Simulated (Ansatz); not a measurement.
For rock-salt NaF, PBEsol (plane waves, PAW; Ansatz, an electronic-structure program) gives:

- band gap at the measured cell: 6.18 eV
- elastic constant C11: 101 GPa
- elastic constant C44: 27.2 GPa
- polycrystal shear modulus: 31.7 GPa

Task: What does r²SCAN0 in Ansatz (plane waves, PAW) give for the same quantities?

Result: 
- band gap at the measured cell: 9.77 eV (increases by 3.59 eV)
- elastic constant C11: 123 GPa (goes up by 22 %)
- elastic constant C44: 30.0 GPa (rises by 10 %)
- Voigt–Reuss–Hill shear modulus: 36.8 GPa (grows by 16 %)

For comparison: band gap 11.7 eV (measured, temperature not stated, not corrected to a static lattice, sources range from 11.50 to 11.70; as tabulated in Koller et al. (2013), arXiv:1304.4470); elastic constant C11 108 GPa (measured, 4 K, not corrected to a static lattice; as tabulated in X. Wang et al., RSC Advances (2016)); elastic constant C44 29.0 GPa (measured, 4 K, no zero-point or thermal correction; as tabulated in X. Wang et al., RSC Advances (2016)).

Changes are worked out from the printed values.

Unless a cell is named, each level is at its own relaxed cell.

Density-functional gaps are differences of (generalised) Kohn–Sham levels.

Ansatz's density-functional and Hartree–Fock values are scalar-relativistic unless marked +SOC, with PAW data made under PBE.
